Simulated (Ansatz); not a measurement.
# H₃O (quartet): the correlation ladder, aug-cc-pVTZ

One table from this session's results is given with a row withheld; the runs are named, their logs left out.

Method: aug-cc-pVTZ, core rule «outside noble gas», up to 1 orbitals frozen; program: Ansatz 0.2.0, Gaussian basis.

To be run: UHF; CCSD(T) on ROHF; CCSD(T) on UHF; BCCD(T) on ROHF; CCSDT(Q) on ROHF; CCSDT(Q) on UHF; CASSCF and NEVPT2, 9 electrons in 7 orbitals.

5 further runs of the same task are left out: 1 for a known fault of the program, 4 set aside as unsound or not needed.

## What is computed

The geometry is a PBE0/def2-TZVPD stationary point (not a proven minimum) of the parent state, kept for this charge and spin.

4 atoms, charge 0, spin multiplicity 4.

Atoms are counted from 1 here; the program's logs count them from 0.

Bond lengths: O1–H2 0.994 Å, O1–H3 1.048 Å, O1–H4 1.048 Å. Angles: H2–O1–H3 107.0°, H2–O1–H4 107.0°, H3–O1–H4 115.0°.

The first run:

in.yaml reads:

```yaml
crystal:
  periodic: [false, false, false]
  atoms:
    - {symbol: O, position_ang: [0.053909, -0.002347, 0.000000]}
    - {symbol: H, position_ang: [-0.277338, 0.934360, 0.000002]}
    - {symbol: H, position_ang: [-0.289188, -0.448554, 0.883737]}
    - {symbol: H, position_ang: [-0.289189, -0.448551, -0.883738]}
basis:
  gaussian: {orbitals: aug-cc-pVTZ}
magnetization: {spin_polarized: true, initial_magnetization: 3}
hamiltonian: {xc: hf}
output: {orbitals: {seedname: orbitals}}
```

The run is started by

```sh
ansatz run in.yaml --threads 1 --pin off --events-out ev --progress --plain --max-ram 2816MiB --backend cpu
```

Among the steps run: UHF; CCSD(T) on ROHF; CCSD(T) on UHF; BCCD(T) on ROHF; CCSDT(Q) on ROHF; CCSDT(Q) on UHF; CASSCF and NEVPT2, 9 electrons in 7 orbitals.

One of the session's tables, all rows but one given; the rest of the session is left out.

It belongs to the step «Misses and costs». 

```
        method  from UCCSDT(Q) (kcal/mol)
          ROHF                    +162.33
           UHF                    +158.07
          RMP2                     +15.43
          UMP2                     +16.12
         RCCSD                      +5.13
         UCCSD                      +5.02
      RCCSD(T)                      +0.53
      UCCSD(T)                      +0.52
       BCCD(T)                      +0.53
        RCCSDT                      +0.20
        UCCSDT                      +0.17
     RCCSDT(Q)                      +0.03
     UCCSDT(Q)                          0
CASSCF valence                          ?
NEVPT2 valence                     +24.50
```

**Question.** Estimate the row for CASSCF valence.

As computed: from UCCSDT(Q) (kcal/mol): +145.73. In the column «from UCCSDT(Q) (kcal/mol)» it lies between NEVPT2 valence (+24.50) and UHF (+158.07).

Caveats from the session: Restricted and unrestricted rows rest on different reference determinants; where their highest levels disagree by more than a few hundredths of an eV, they describe different states and don't form one ladder.
